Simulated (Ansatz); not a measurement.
A made-up structure of B₂SiH₅ (charge -1), closed shell:

```xyz
8
angstrom
B -0.7846 0.5320 -0.7826
B 0.0985 1.0125 0.4824
Si 0.8771 -0.6977 0.4765
H -1.9955 0.6781 -0.7808
H -0.3651 -0.0338 -1.7698
H -0.0262 -0.3175 -0.6219
H 1.0094 -1.6715 1.6335
H 1.2855 -1.4895 -0.7228
```

It is relaxed with PBE-D4/def2-SVPD and then PBE0-D4/def2-TZVPD (Ansatz 0.2.0). Atoms count as bonded within 1.22 times the sum of their covalent radii (H–H: 0.88 Å). The end point is not checked to be a true minimum.

(1) Does its bonding change? (Judge from chemistry; the calculation decides.)

Answers

(1) The calculation gives: Yes. Formed: B2–H6; broken: Si3–H6.

Where it ends: The first stage lowers the energy by 4.37 eV in 15 steps. It ends as B₂SiH₅ ([SiH2][B]1[H][BH2]1), total charge -1:
```
8
angstrom
B -0.9829 0.8179 -0.9624
B -0.0115 -0.0681 -0.0987
Si 1.4487 -1.0686 0.5923
H -2.1813 0.6568 -0.8913
H -0.5859 1.6195 -1.7768
H -0.4614 -0.4251 -1.3318
H 1.5193 -0.9771 2.0948
H 1.3540 -2.5428 0.2884
```

Labels in which every atom is bracketed show which atoms are joined, not bond orders.

For scale, one of the runs: PBE0-D4/def2-TZVPD relaxation, 162 basis functions, launched by `ansatz run in.yaml --threads 2 --pin off --events-out ev --progress --plain --max-ram 4352MiB`. Hardware: 2 CPU threads of an Intel Xeon 6975P-C, shared host. Wall time about 22 s.
